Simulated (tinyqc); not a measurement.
Inside a calculation (part 1 of 2). Method: UKS/PBE in the sto-3g basis, for BH, spin multiplicity 3. Computed by tinyqc, a small Python program that keeps every step (integrals from PySCF). Settings: charge = 0, multiplicity = 3, basis = sto-3g, energy threshold = 1e-08, iteration cap = 58, orthogonalisation = symmetric, start = Wolfsberg-Helmholz matrix, DIIS depth = 6, shift = 0.5, method = UKS, functional = pbe,pbe, grid = [10, 14]. Command: `OMP_NUM_THREADS=1 python tinyqc.py 24564 24565 out.jsonl` (the two numbers bound the seeds that draw the settings). One thread of a shared host (Intel(R) Xeon(R) Processor @ 2.60GHz), about 9 s of CPU time with the checks. Later iterations appear only in the table of the cycle.

## One-electron integrals

Geometry (angstrom):

| atom | x | y | z |
|---|---|---|---|
| B | 0.000000 | 0.000000 | 0.000000 |
| H | 0.000000 | 0.000000 | 2.020000 |

Basis sto-3g: exponents (1/bohr^2) and contraction coefficients of normalised primitives:

| element | l (shell) | exponent | coefficient |
|---|---|---|---|
| B | s (1) | 48.791113 | 0.154329 |
| B | s (1) | 8.887362 | 0.535328 |
| B | s (1) | 2.405267 | 0.444635 |
| B | s (2) | 2.236956 | -0.099967 |
| B | s (2) | 0.519821 | 0.399513 |
| B | s (2) | 0.169062 | 0.700115 |
| B | p (3) | 2.236956 | 0.155916 |
| B | p (3) | 0.519821 | 0.607684 |
| B | p (3) | 0.169062 | 0.391957 |
| H | s (1) | 3.425251 | 0.154329 |
| H | s (1) | 0.623914 | 0.535328 |
| H | s (1) | 0.168855 | 0.444635 |

Overlap, kinetic and nuclear-attraction integrals over the contracted functions; the nuclear repulsion is the sum of Za Zb / Rab.

nuclear repulsion = 1.30984458 hartree

overlap S:
```
           1B 1s     1B 2s    1B 2px    1B 2py    1B 2pz     2H 1s
1B 1s   1.000000  0.269328  0.000000  0.000000  0.000000  0.010293
1B 2s   0.269328  1.000000  0.000000  0.000000  0.000000  0.157656
1B 2px  0.000000  0.000000  1.000000  0.000000  0.000000  0.000000
1B 2py  0.000000  0.000000  0.000000  1.000000  0.000000  0.000000
1B 2pz  0.000000  0.000000  0.000000  0.000000  1.000000  0.203449
2H 1s   0.010293  0.157656  0.000000  0.000000  0.203449  1.000000
```

kinetic energy T (hartree):
```
            1B 1s      1B 2s    1B 2px    1B 2py    1B 2pz      2H 1s
1B 1s   10.826302  -0.047967  0.000000  0.000000  0.000000  -0.003622
1B 2s   -0.047967   0.359168  0.000000  0.000000  0.000000  -0.008048
1B 2px   0.000000   0.000000  1.123881  0.000000  0.000000   0.000000
1B 2py   0.000000   0.000000  0.000000  1.123881  0.000000   0.000000
1B 2pz   0.000000   0.000000  0.000000  0.000000  1.123881   0.016924
2H 1s   -0.003622  -0.008048  0.000000  0.000000  0.016924   0.760032
```

nuclear attraction V (hartree):
```
             1B 1s      1B 2s     1B 2px     1B 2py     1B 2pz      2H 1s
1B 1s   -23.409357  -3.209918   0.000000   0.000000  -0.006449  -0.122729
1B 2s    -3.209918  -4.033383   0.000000   0.000000  -0.065544  -0.452714
1B 2px    0.000000   0.000000  -3.991404   0.000000   0.000000   0.000000
1B 2py    0.000000   0.000000   0.000000  -3.991404   0.000000   0.000000
1B 2pz   -0.006449  -0.065544   0.000000   0.000000  -4.026467  -0.543799
2H 1s    -0.122729  -0.452714   0.000000   0.000000  -0.543799  -2.536016
```

core Hamiltonian H = T + V (hartree):
```
             1B 1s      1B 2s     1B 2px     1B 2py     1B 2pz      2H 1s
1B 1s   -12.583055  -3.257885   0.000000   0.000000  -0.006449  -0.126351
1B 2s    -3.257885  -3.674215   0.000000   0.000000  -0.065544  -0.460762
1B 2px    0.000000   0.000000  -2.867523   0.000000   0.000000   0.000000
1B 2py    0.000000   0.000000   0.000000  -2.867523   0.000000   0.000000
1B 2pz   -0.006449  -0.065544   0.000000   0.000000  -2.902587  -0.526875
2H 1s    -0.126351  -0.460762   0.000000   0.000000  -0.526875  -1.775984
```

## Two-electron integrals

Functions are numbered as in S; the eight-fold symmetry (ij|kl) = (ji|kl) = (kl|ij) leaves the list below.

Two-electron integrals (ij|kl) in chemists' order, unique and non-zero (hartree):
```
(11|11) 2.923513   (21|11) 0.518376   (21|21) 0.109262   (22|11) 0.744229
(22|21) 0.193177   (22|22) 0.544804   (31|31) 0.020264   (32|31) 0.029996
(32|32) 0.120346   (33|11) 0.742491   (33|21) 0.193240   (33|22) 0.544682
(33|33) 0.586773   (41|41) 0.020264   (42|41) 0.029996   (42|42) 0.120346
(43|43) 0.031630   (44|11) 0.742491   (44|21) 0.193240   (44|22) 0.544682
(44|33) 0.523513   (44|44) 0.586773   (51|51) 0.020264   (52|51) 0.029996
(52|52) 0.120346   (53|53) 0.031630   (54|54) 0.031630   (55|11) 0.742491
(55|21) 0.193240   (55|22) 0.544682   (55|33) 0.523513   (55|44) 0.523513
(55|55) 0.586773   (61|11) 0.019643   (61|21) 0.004132   (61|22) 0.007350
(61|33) 0.007320   (61|44) 0.007320   (61|51) 0.000315   (61|52) 0.000582
(61|55) 0.007414   (61|61) 0.000162   (62|11) 0.071896   (62|21) 0.019093
(62|22) 0.062785   (62|33) 0.060862   (62|44) 0.060862   (62|51) 0.002055
(62|52) 0.014545   (62|55) 0.066563   (62|61) 0.000775   (62|62) 0.012651
(63|31) 0.001493   (63|32) 0.007819   (63|53) 0.002457   (63|63) 0.001039
(64|41) 0.001493   (64|42) 0.007819   (64|54) 0.002457   (64|64) 0.001039
(65|11) 0.081125   (65|21) 0.021745   (65|22) 0.074820   (65|33) 0.071337
(65|44) 0.071337   (65|51) 0.003299   (65|52) 0.022388   (65|55) 0.081694
(65|61) 0.000905   (65|62) 0.017243   (65|65) 0.024076   (66|11) 0.261864
(66|21) 0.070515   (66|22) 0.260326   (66|33) 0.249645   (66|44) 0.249645
(66|51) 0.006411   (66|52) 0.063302   (66|55) 0.281399   (66|61) 0.002845
(66|62) 0.077112   (66|65) 0.112955   (66|66) 0.774606
```

## Orthogonalisation

S = U s U^T; symmetric (Loewdin) form X = U s^(-1/2) U^T, so that X^T S X = 1.

eigenvalues of S: 0.670473  0.831036  1.000000  1.000000  1.158700  1.339792

X:
```
            1B 1s      1B 2s    1B 2px    1B 2py     1B 2pz      2H 1s
1B 1s    1.029045  -0.142886  0.000000  0.000000  -0.002153   0.012061
1B 2s   -0.142886   1.039360  0.000000  0.000000   0.013171  -0.085167
1B 2px   0.000000   0.000000  1.000000  0.000000   0.000000   0.000000
1B 2py   0.000000   0.000000  0.000000  1.000000   0.000000   0.000000
1B 2pz  -0.002153   0.013171  0.000000  0.000000   1.016326  -0.106228
2H 1s    0.012061  -0.085167  0.000000  0.000000  -0.106228   1.026423
```

## Starting guess

The start is the generalised Wolfsberg-Helmholz matrix (K = 1.75) built on H; D(s) = C_occ C_occ^T for each spin.

D(alpha) at the start:
```
            1B 1s     1B 2s    1B 2px    1B 2py     1B 2pz      2H 1s
1B 1s    0.977593  0.030371  0.000000  0.000000  -0.067248  -0.022823
1B 2s    0.030371  0.057478  0.000000  0.000000   0.210032   0.052361
1B 2px   0.000000  0.000000  1.000000  0.000000   0.000000   0.000000
1B 2py   0.000000  0.000000  0.000000  1.000000   0.000000   0.000000
1B 2pz  -0.067248  0.210032  0.000000  0.000000   0.800519   0.200690
2H 1s   -0.022823  0.052361  0.000000  0.000000   0.200690   0.050350
```

D(beta) at the start:
```
            1B 1s     1B 2s    1B 2px    1B 2py     1B 2pz      2H 1s
1B 1s    0.977593  0.030371  0.000000  0.000000  -0.067248  -0.022823
1B 2s    0.030371  0.057478  0.000000  0.000000   0.210032   0.052361
1B 2px   0.000000  0.000000  0.000000  0.000000   0.000000   0.000000
1B 2py   0.000000  0.000000  0.000000  0.000000   0.000000   0.000000
1B 2pz  -0.067248  0.210032  0.000000  0.000000   0.800519   0.200690
2H 1s   -0.022823  0.052361  0.000000  0.000000   0.200690   0.050350
```

## Iteration 1: exchange-correlation on the grid

Becke grid with 10 radial and 14 angular points per atom, points of zero weight dropped. rho = sum D_ij phi_i phi_j; V_xc,ij = sum w v_xc phi_i phi_j plus the gradient terms; v_xc is d(rho eps)/d rho(s) for spin s at fixed gradient.

The 8 grid points with the largest w rho, of 275 (bohr, atomic units):

| x | y | z | w | rho(alpha) | rho(beta) | eps_xc | v_xc(alpha) |
|---|---|---|---|---|---|---|---|
| 0.000000 | 0.000000 | 1.719892 | 2.110730 | 0.050396 | 0.050396 | -0.400781 | -0.508388 |
| 0.992980 | -0.992980 | 0.992980 | 2.567558 | 0.047173 | 0.018917 | -0.368431 | -0.477604 |
| -0.992980 | -0.992980 | 0.992980 | 2.567558 | 0.047173 | 0.018917 | -0.368431 | -0.477604 |
| 0.992980 | 0.992980 | 0.992980 | 2.567558 | 0.047173 | 0.018917 | -0.368431 | -0.477604 |
| -0.992980 | 0.992980 | 0.992980 | 2.567558 | 0.047173 | 0.018917 | -0.368431 | -0.477604 |
| 0.000000 | 0.000000 | 0.958016 | 0.470823 | 0.137362 | 0.137362 | -0.541994 | -0.705532 |
| 0.000000 | 0.000000 | -1.719892 | 2.292043 | 0.024578 | 0.024578 | -0.326387 | -0.397094 |
| -0.992980 | 0.992980 | -0.992980 | 2.578548 | 0.034478 | 0.006222 | -0.335349 | -0.419057 |

electrons on the grid, sum of w rho = 5.991384

E_xc = sum of w rho eps_xc = -4.40171080 hartree

V_xc(alpha) (hartree):
```
            1B 1s      1B 2s     1B 2px     1B 2py     1B 2pz      2H 1s
1B 1s   -1.882433  -0.305077   0.000000   0.000000  -0.002793  -0.011721
1B 2s   -0.305077  -0.509325   0.000000   0.000000  -0.026115  -0.055072
1B 2px   0.000000   0.000000  -0.511296   0.000000   0.000000   0.000000
1B 2py   0.000000   0.000000   0.000000  -0.511296   0.000000   0.000000
1B 2pz  -0.002793  -0.026115   0.000000   0.000000  -0.500978  -0.065325
2H 1s   -0.011721  -0.055072   0.000000   0.000000  -0.065325  -0.277662
```

V_xc(beta) (hartree):
```
            1B 1s      1B 2s     1B 2px     1B 2py     1B 2pz      2H 1s
1B 1s   -1.855007  -0.284440   0.000000   0.000000  -0.003389  -0.011037
1B 2s   -0.284440  -0.395860   0.000000   0.000000  -0.031692  -0.049855
1B 2px   0.000000   0.000000  -0.363752   0.000000   0.000000   0.000000
1B 2py   0.000000   0.000000   0.000000  -0.363752   0.000000   0.000000
1B 2pz  -0.003389  -0.031692   0.000000   0.000000  -0.455430  -0.063220
2H 1s   -0.011037  -0.049855   0.000000   0.000000  -0.063220  -0.277468
```

## Iteration 1: building the Kohn-Sham matrix

J_ij = sum D_kl (ij|kl) with D = D(alpha) + D(beta); F = H + J + V_xc; E = tr D H + tr D J / 2 + E_xc + E_nn.

Coulomb J (hartree):
```
           1B 1s     1B 2s    1B 2px    1B 2py    1B 2pz     2H 1s
1B 1s   8.643037  1.773045  0.000000  0.000000  0.023445  0.067828
1B 2s   1.773045  3.601379  0.000000  0.000000  0.120377  0.414254
1B 2px  0.000000  0.000000  3.580734  0.000000  0.000000  0.000000
1B 2py  0.000000  0.000000  0.000000  3.580734  0.000000  0.000000
1B 2pz  0.023445  0.120377  0.000000  0.000000  3.631453  0.495479
2H 1s   0.067828  0.414254  0.000000  0.000000  0.495479  1.736332
```

F(alpha) (hartree):
```
            1B 1s      1B 2s    1B 2px    1B 2py     1B 2pz      2H 1s
1B 1s   -5.822451  -1.789917  0.000000  0.000000   0.014204  -0.070244
1B 2s   -1.789917  -0.582161  0.000000  0.000000   0.028719  -0.101580
1B 2px   0.000000   0.000000  0.201915  0.000000   0.000000   0.000000
1B 2py   0.000000   0.000000  0.000000  0.201915   0.000000   0.000000
1B 2pz   0.014204   0.028719  0.000000  0.000000   0.227888  -0.096721
2H 1s   -0.070244  -0.101580  0.000000  0.000000  -0.096721  -0.317314
```

F(beta) (hartree):
```
            1B 1s      1B 2s    1B 2px    1B 2py     1B 2pz      2H 1s
1B 1s   -5.795026  -1.769280  0.000000  0.000000   0.013607  -0.069560
1B 2s   -1.769280  -0.468696  0.000000  0.000000   0.023142  -0.096363
1B 2px   0.000000   0.000000  0.349459  0.000000   0.000000   0.000000
1B 2py   0.000000   0.000000  0.000000  0.349459   0.000000   0.000000
1B 2pz   0.013607   0.023142  0.000000  0.000000   0.273436  -0.094616
2H 1s   -0.069560  -0.096363  0.000000  0.000000  -0.094616  -0.317120
```

total energy of this density = -24.00867398 hartree

## Iteration 1: diagonalisation and new density

A level shift of 0.5 hartree raises the virtual space: F + shift (S - S D(s) S), with D(s) the density of one spin. Diagonalise F' = X^T F X, C = X C', fill 4 alpha and 2 beta electrons from the bottom; D(s) = C_occ C_occ^T. Each column has its largest component positive (the first on a tie).

F' = X^T F X (alpha) (hartree):
```
           1          2         3         4          5          6
1  -5.636946  -1.088666  0.000000  0.000000   0.024236   0.024981
2  -1.088666   0.254511  0.000000  0.000000  -0.062635  -0.098165
3   0.000000   0.000000  0.201915  0.000000   0.000000   0.000000
4   0.000000   0.000000  0.000000  0.201915   0.000000   0.000000
5   0.024236  -0.062635  0.000000  0.000000   0.337751  -0.248037
6   0.024981  -0.098165  0.000000  0.000000  -0.248037   0.149030
```

orbital energies (alpha) (hartree): MO1 -5.831718, MO2 -0.051030, MO3 0.201915, MO4 0.201915, MO5 0.478027, MO6 0.509067

coefficients C (alpha):
```
              MO1        MO2        MO3       MO4        MO5        MO6
1B 1s    0.987807  -0.064743   0.000000  0.000000  -0.313193  -0.038154
1B 2s    0.042394   0.184792   0.000000  0.000000   1.023158   0.159109
1B 2px   0.000000   0.000000   0.766397  0.642368   0.000000   0.000000
1B 2py   0.000000   0.000000  -0.642368  0.766397   0.000000   0.000000
1B 2pz  -0.001829   0.477770   0.000000  0.000000  -0.188017   0.883608
2H 1s   -0.004239   0.743602   0.000000  0.000000  -0.201546  -0.691842
```

F' = X^T F X (beta) (hartree):
```
           1          2         3         4          5          6
1  -5.611658  -1.086974  0.000000  0.000000   0.024366   0.024795
2  -1.086974   0.370461  0.000000  0.000000  -0.067109  -0.101664
3   0.000000   0.000000  0.849459  0.000000   0.000000   0.000000
4   0.000000   0.000000  0.000000  0.849459   0.000000   0.000000
5   0.024366  -0.067109  0.000000  0.000000   0.384204  -0.250279
6   0.024795  -0.101664  0.000000  0.000000  -0.250279   0.149080
```

orbital energies (beta) (hartree): MO1 -5.803076, MO2 -0.036324, MO3 0.542924, MO4 0.588562, MO5 0.849459, MO6 0.849459

coefficients C (beta):
```
              MO1        MO2        MO3        MO4        MO5       MO6
1B 1s    0.988679  -0.054812  -0.029985  -0.313225   0.000000  0.000000
1B 2s    0.039540   0.152555   0.131959   1.032407   0.000000  0.000000
1B 2px   0.000000   0.000000   0.000000   0.000000   0.887737  0.460351
1B 2py   0.000000   0.000000   0.000000   0.000000  -0.460351  0.887737
1B 2pz  -0.001788   0.449267   0.906076  -0.146844   0.000000  0.000000
2H 1s   -0.003929   0.773696  -0.657388  -0.203590   0.000000  0.000000
```

D(alpha) after iteration 1:
```
            1B 1s     1B 2s    1B 2px    1B 2py     1B 2pz      2H 1s
1B 1s    0.979955  0.029914  0.000000  0.000000  -0.032738  -0.052330
1B 2s    0.029914  0.035945  0.000000  0.000000   0.088210   0.137232
1B 2px   0.000000  0.000000  1.000000  0.000000   0.000000   0.000000
1B 2py   0.000000  0.000000  0.000000  1.000000   0.000000   0.000000
1B 2pz  -0.032738  0.088210  0.000000  0.000000   0.228268   0.355279
2H 1s   -0.052330  0.137232  0.000000  0.000000   0.355279   0.552962
```

D(beta) after iteration 1:
```
            1B 1s     1B 2s    1B 2px    1B 2py     1B 2pz      2H 1s
1B 1s    0.980491  0.030730  0.000000  0.000000  -0.026392  -0.046292
1B 2s    0.030730  0.024836  0.000000  0.000000   0.068467   0.117876
1B 2px   0.000000  0.000000  0.000000  0.000000   0.000000   0.000000
1B 2py   0.000000  0.000000  0.000000  0.000000   0.000000   0.000000
1B 2pz  -0.026392  0.068467  0.000000  0.000000   0.201844   0.347603
2H 1s   -0.046292  0.117876  0.000000  0.000000   0.347603   0.598621
```

Within a degenerate level the vectors are fixed only up to a rotation; this is one choice.

## Iteration 2: exchange-correlation on the grid

As before.

The 8 grid points with the largest w rho, of 275 (bohr, atomic units):

| x | y | z | w | rho(alpha) | rho(beta) | eps_xc | v_xc(alpha) |
|---|---|---|---|---|---|---|---|
| 0.992980 | 0.992980 | 0.992980 | 2.567558 | 0.036448 | 0.007027 | -0.337727 | -0.429367 |
| 0.992980 | -0.992980 | 0.992980 | 2.567558 | 0.036448 | 0.007027 | -0.337727 | -0.429367 |
| -0.992980 | 0.992980 | 0.992980 | 2.567558 | 0.036448 | 0.007027 | -0.337727 | -0.429367 |
| -0.992980 | -0.992980 | 0.992980 | 2.567558 | 0.036448 | 0.007027 | -0.337727 | -0.429367 |
| 0.000000 | 0.000000 | 1.719892 | 2.110730 | 0.026364 | 0.023852 | -0.321111 | -0.421624 |
| 0.000000 | 1.719892 | 0.000000 | 2.291966 | 0.043030 | 0.000475 | -0.360781 | -0.438443 |
| 1.719892 | 0.000000 | 0.000000 | 2.291966 | 0.043030 | 0.000475 | -0.360781 | -0.438443 |
| -1.719892 | 0.000000 | 0.000000 | 2.291966 | 0.043030 | 0.000475 | -0.360781 | -0.438443 |

electrons on the grid, sum of w rho = 5.991632

E_xc = sum of w rho eps_xc = -4.32735327 hartree

V_xc(alpha) (hartree):
```
            1B 1s      1B 2s     1B 2px     1B 2py     1B 2pz      2H 1s
1B 1s   -1.875165  -0.297892   0.000000   0.000000  -0.001385  -0.011352
1B 2s   -0.297892  -0.470998   0.000000   0.000000  -0.027360  -0.060012
1B 2px   0.000000   0.000000  -0.489733   0.000000   0.000000   0.000000
1B 2py   0.000000   0.000000   0.000000  -0.489733   0.000000   0.000000
1B 2pz  -0.001385  -0.027360   0.000000   0.000000  -0.428683  -0.075544
2H 1s   -0.011352  -0.060012   0.000000   0.000000  -0.075544  -0.464261
```

V_xc(beta) (hartree):
```
            1B 1s      1B 2s     1B 2px     1B 2py     1B 2pz      2H 1s
1B 1s   -1.847697  -0.277158   0.000000   0.000000  -0.002337  -0.010648
1B 2s   -0.277158  -0.338798   0.000000   0.000000  -0.029910  -0.053781
1B 2px   0.000000   0.000000  -0.321716   0.000000   0.000000   0.000000
1B 2py   0.000000   0.000000   0.000000  -0.321716   0.000000   0.000000
1B 2pz  -0.002337  -0.029910   0.000000   0.000000  -0.368055  -0.072928
2H 1s   -0.010648  -0.053781   0.000000   0.000000  -0.072928  -0.470193
```

## Iteration 2: building the Kohn-Sham matrix

As before.

Coulomb J (hartree):
```
           1B 1s     1B 2s    1B 2px    1B 2py    1B 2pz     2H 1s
1B 1s   8.092245  1.631537  0.000000  0.000000  0.020010  0.062343
1B 2s   1.631537  3.274754  0.000000  0.000000  0.145840  0.421092
1B 2px  0.000000  0.000000  3.264993  0.000000  0.000000  0.000000
1B 2py  0.000000  0.000000  0.000000  3.264993  0.000000  0.000000
1B 2pz  0.020010  0.145840  0.000000  0.000000  3.282960  0.523206
2H 1s   0.062343  0.421092  0.000000  0.000000  0.523206  2.266741
```

F(alpha) (hartree):
```
            1B 1s      1B 2s     1B 2px     1B 2py     1B 2pz      2H 1s
1B 1s   -6.365975  -1.924240   0.000000   0.000000   0.012176  -0.075360
1B 2s   -1.924240  -0.870460   0.000000   0.000000   0.052935  -0.099683
1B 2px   0.000000   0.000000  -0.092264   0.000000   0.000000   0.000000
1B 2py   0.000000   0.000000   0.000000  -0.092264   0.000000   0.000000
1B 2pz   0.012176   0.052935   0.000000   0.000000  -0.048310  -0.079213
2H 1s   -0.075360  -0.099683   0.000000   0.000000  -0.079213   0.026496
```

F(beta) (hartree):
```
            1B 1s      1B 2s    1B 2px    1B 2py     1B 2pz      2H 1s
1B 1s   -6.338507  -1.903507  0.000000  0.000000   0.011223  -0.074657
1B 2s   -1.903507  -0.738259  0.000000  0.000000   0.050386  -0.093451
1B 2px   0.000000   0.000000  0.075754  0.000000   0.000000   0.000000
1B 2py   0.000000   0.000000  0.000000  0.075754   0.000000   0.000000
1B 2pz   0.011223   0.050386  0.000000  0.000000   0.012318  -0.076597
2H 1s   -0.074657  -0.093451  0.000000  0.000000  -0.076597   0.020564
```

total energy of this density = -24.40611220 hartree
